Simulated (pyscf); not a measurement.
`[NH3]` + `[NH2][AlH2]` → `[NH2][AlH2]` + `[NH3]` (four-centre exchange; singlet surface; H–N, Al–N broken, Al–N, H–N formed). Structures and frequencies: ωB97X-D3(BJ)/def2-SVP in PySCF. MP2 and CC: frozen core, UHF for open shells. ΔMP2 is the change of the MP2 total energy from the triple- to the quadruple-zeta basis. Energies in kJ/mol from the separated reactants.

```tsv
level	barrier	reaction energy
ωB97X-D3(BJ)/def2-TZVP	-40.7	0.0
B3LYP-D3(BJ)/def2-TZVP	-35.3	0.0
M06-2X/def2-TZVP	-41.8	0.0
ωB97M-D3(BJ)/def2-TZVP	-33.8	0.0
HF/def2-TZVP	18.4	0.0
MP2/def2-QZVPP	…	0.0
CCSD(T)/def2-TZVPP + ΔMP2(QZVPP)	…	0.0
```

Task: What belongs in the gaps?

Result: 
- MP2/def2-QZVPP, barrier: -33.2
- CCSD(T)/def2-TZVPP + ΔMP2(QZVPP), barrier: -27.2

Of the functionals in the table, ωB97M-D3(BJ) is closest to CCSD(T)/def2-TZVPP + ΔMP2(QZVPP) in the barrier (6.6 kJ/mol apart) and M06-2X least close (14.7 kJ/mol); that level has limits of its own. On the reactant side the descent ends in an adduct with a Al–N contact, 108.1 kJ/mol under the separated species and 67.4 kJ/mol under the saddle at ωB97X-D3(BJ)/def2-TZVP. On the product side the descent ends in an adduct with a Al–N contact, 108.1 kJ/mol under the separated species and 67.4 kJ/mol under the saddle at ωB97X-D3(BJ)/def2-TZVP. At ωB97X-D3(BJ)/def2-TZVP, B3LYP-D3(BJ), M06-2X, ωB97M-D3(BJ)/def2-TZVP, MP2, CCSD(T) the saddle lies under the separated reactants, which points to a path from their complex (located at ωB97X-D3(BJ) alone). At ωB97X-D3(BJ)/def2-TZVP, B3LYP-D3(BJ), M06-2X, ωB97M-D3(BJ)/def2-TZVP, MP2, CCSD(T) the saddle lies under the separated products, which points to a path from their complex (located at ωB97X-D3(BJ) alone). What is counted as formed (Al–N) is already present as a longer contact in the reactant adduct; forming that adduct is a step of its own. What is counted as broken (Al–N) persists as a longer contact in the product adduct; parting that adduct is a step of its own. One saddle was located; it need not be the lowest between these sides. The CCSD(T) − MP2 part came from Ansatz, without density fitting, on the same reference.
